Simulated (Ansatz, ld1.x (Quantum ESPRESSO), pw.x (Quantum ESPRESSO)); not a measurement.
# From atom to crystal: TM potential for Ag (Z = 47)

Ag (Z = 47), norm-conserving Troullier–Martins (Kleinman–Bylander form), made with ld1.x (Quantum ESPRESSO) 7.5 (LDA (PW92), scalar-relativistic). Core [Kr], reference 4d10 5s0.75 5p0.25. Waves: 5s (bound): rc 2.50 bohr; 5p (bound): rc 3.35 bohr; 4d (bound): rc 1.60 bohr. Local part: all-electron potential smoothed inside 2.85 bohr (lloc = -1). Core correction: a·sin(br)/r model core, default radius (core density twice the valence density).

Atomic tests: cutoffs needed: 70 Ry and 100 Ry (the cutoffs (Ry, on a coarse ladder) from which the occupation-weighted sum of valence levels, in a spherical-Bessel basis at the reference potential, stays within 10 and 1 mRy of its value at 400 Ry); ghost test: no extra level below or beside the all-electron valence levels (s, p, d, f tested) (spherical-Bessel basis up to 400 Ry, 20 bohr box); configuration tests: 1 of 9 tests not solved or not reliable.

Crystal test: bcc Ag in pw.x 7.5, no spin, 14³ k-points, Fermi–Dirac smearing 0.01 Ry, cutoffs 120/480 Ry. The reference is all-electron LAPW (Ansatz 0.2.0) with the same functional, mesh and smearing; V0 and B0 come from Birch–Murnaghan fits to the pressures at five volumes. Errors are pseudo minus all-electron; Δ is the rms difference of the E(V) curves that follow from these fits, minima aligned, over ±6 % about the mean V0. Mesh and smearing are coarse, so the numbers serve the comparison and aren't converged zero-temperature values; the lattice is a test structure that the element need not adopt.

All-electron: a0 = 3.183 Å (V0 = 16.12 Å³/atom), B0 = 134.5 GPa.

Q: How far does the potential miss the all-electron equation of state?

A: mean pressure error (GPa): +4.78; a0 (Å): 3.219; a0 error (%): +1.13; B0 error (%): -4.1; Δ (meV/atom): 16.1. The largest radius (3.35 bohr) exceeds half the bond length (2.61 bohr), so the spheres overlap, which is one possible source of error among others. This is a poor potential for the solid. Atomic configuration tests: 1 of 9 tests not solved or not reliable.

```json
{"V (Å³/atom)": "15.388", "P all-electron (GPa)": "7.14", "P pseudo (GPa)": "13.06"}
{"V (Å³/atom)": "15.793", "P all-electron (GPa)": "2.93", "P pseudo (GPa)": "8.20"}
{"V (Å³/atom)": "16.198", "P all-electron (GPa)": "-0.64", "P pseudo (GPa)": "4.07"}
{"V (Å³/atom)": "16.603", "P all-electron (GPa)": "-3.65", "P pseudo (GPa)": "0.57"}
{"V (Å³/atom)": "17.008", "P all-electron (GPa)": "-6.19", "P pseudo (GPa)": "-2.40"}
```

Q: At the middle volume, how do free energy and pressure move when the wave cutoff is lowered (ecutrho kept at four times it)?

A:

```csv
cutoff (Ry),shift of F (meV/atom),shift of P (GPa)
54,+1067.3,-68.29
72,+28.6,-2.02
96,+11.7,-0.19
```

Input at the middle volume:

```
&control
  calculation='scf', prefix='x', pseudo_dir='./', outdir='./tmp', tstress=.true., disk_io='none'
/
&system
  ibrav=0, nat=1, ntyp=1, ecutwfc=120, ecutrho=480, nbnd=13,
  occupations='smearing', smearing='fd', degauss=0.01
/
&electrons
  conv_thr=1e-09, mixing_beta=0.4, electron_maxstep=70
/
ATOMIC_SPECIES
Ag 1.0 Ag.UPF
CELL_PARAMETERS angstrom
  -1.59392225 1.59392225 1.59392225
  1.59392225 -1.59392225 1.59392225
  1.59392225 1.59392225 -1.59392225
ATOMIC_POSITIONS crystal
Ag 0.0000 0.0000 0.0000
K_POINTS automatic
14 14 14 0 0 0
```

```bash
pw.x < Ag.scf.in > Ag.scf.out
```

Lines of the output:

```
Message from routine setup:
     using ibrav=0 with symmetry is DISCOURAGED, use correct ibrav instead
     lattice parameter (alat)  =       5.2171  a.u.
     unit-cell volume          =     109.3095 (a.u.)^3
     number of electrons       =        11.00
     number of Kohn-Sham states=           13
     kinetic-energy cutoff     =     120.0000  Ry
     charge density cutoff     =     480.0000  Ry
     scf convergence threshold =      1.0E-09
     Exchange-correlation= PW
     number of k points=   104  Fermi-Dirac smearing, width (Ry)=  0.0100
     iteration #  1     ecut=   120.00 Ry     beta= 0.40
     total energy              =     -94.32480849 Ry
     estimated scf accuracy    <       0.10137767 Ry
     iteration #  2     ecut=   120.00 Ry     beta= 0.40
     total energy              =     -94.34602212 Ry
     estimated scf accuracy    <       0.00049200 Ry
     iteration #  3     ecut=   120.00 Ry     beta= 0.40
     total energy              =     -94.34599160 Ry
     estimated scf accuracy    <       0.00016766 Ry
     iteration #  4     ecut=   120.00 Ry     beta= 0.40
     total energy              =     -94.34599693 Ry
     estimated scf accuracy    <       0.00000073 Ry
     iteration #  5     ecut=   120.00 Ry     beta= 0.40
     total energy              =     -94.34599684 Ry
     estimated scf accuracy    <       0.00000021 Ry
     iteration #  6     ecut=   120.00 Ry     beta= 0.40
     total energy              =     -94.34599687 Ry
     estimated scf accuracy    <       0.00000025 Ry
     iteration #  7     ecut=   120.00 Ry     beta= 0.40
     total energy              =     -94.34599690 Ry
     estimated scf accuracy    <          3.9E-09 Ry
     iteration #  8     ecut=   120.00 Ry     beta= 0.40
     the Fermi energy is    13.7796 ev
!    total energy              =     -94.34599690 Ry
     estimated scf accuracy    <          1.6E-10 Ry
     smearing contrib. (-TS)   =      -0.00167113 Ry
     The total energy is F=E-TS. E is the sum of the following terms:
     one-electron contribution =       1.56861168 Ry
     hartree contribution      =      12.34580364 Ry
     xc contribution           =     -35.16178540 Ry
     ewald contribution        =     -73.09695570 Ry
     convergence has been achieved in   8 iterations
          total   stress  (Ry/bohr**3)                   (kbar)     P=       40.72
     Message from routine punch:
     Nothing written, as per user request (disk_io='none')
```

The run at the middle volume (104 k-points, 8 iterations) took about 42 s on one core of a shared host (Neoverse-V1, 32 threads, 247 GiB, load 13).
